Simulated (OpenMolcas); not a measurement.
## SiH4O: a line through the functionals

SiH4O has 6 atoms, charge 0, and is taken as a singlet. As SMILES, `O[SiH3]`. The coordinates come from a PBE0-D4/def2-TZVP relaxation.

The dipole moment y, in D, basis cc-pVTZ; a is the functional's share of exact exchange. Programs: OpenMolcas 26.06.

| functional | program | a | y (D) |
| --- | --- | --- | --- |
| PBE | OpenMolcas | 0 | 1.25 |
| TPSS | OpenMolcas | 0 | 1.26 |
| B3LYP | OpenMolcas | 0.2 | 1.29 |
| PBE0 | OpenMolcas | 0.25 | ? |
| BHLYP | OpenMolcas | 0.5 | 1.33 |

Fit y = c + s·a to the known rows and predict PBE0.


1. Means of the 4 rows: a = 0.1750, y = 1.282.
2. Σ(Δa)² = 0.1675, Σ(Δa·Δy) = 0.02525, so the slope is 0.02525/0.1675 = 0.15075.
3. Intercept: 1.282 − (0.15075) × 0.1750 = 1.256. The largest residual of the fit is 0.006.
4. PBE0: 1.256 + (0.15075) × 0.25 = 1.29 D.

The run gave 1.29 D, so the prediction is off by 0.00 D: they agree to the digits shown. More exact exchange makes the molecule more polar here.
